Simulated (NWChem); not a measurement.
**Ionisation of C**

```
C
```
Charge 0, spin multiplicity 3.

Everything below was run with NWChem.

Basis set: def2-TZVPD. −ε marks an orbital energy of the parent.

B3LYP has NWChem's definition, with VWN1-RPA local correlation. The stability of the SCF solutions was not checked.

### Question
For the first vertical ionisation energy, −ε(alpha HOMO) of B3LYP gives 7.31 eV and −ε(alpha HOMO) of PBE0 gives 7.63 eV. What do −ε(alpha HOMO) of PBE, −ε(alpha HOMO) of LDA (SVWN5), G0W0@PBE give?

### Answer
−ε(alpha HOMO) of PBE: 6.06 eV; −ε(alpha HOMO) of LDA (SVWN5): 6.10 eV; G0W0@PBE: 10.37 eV.
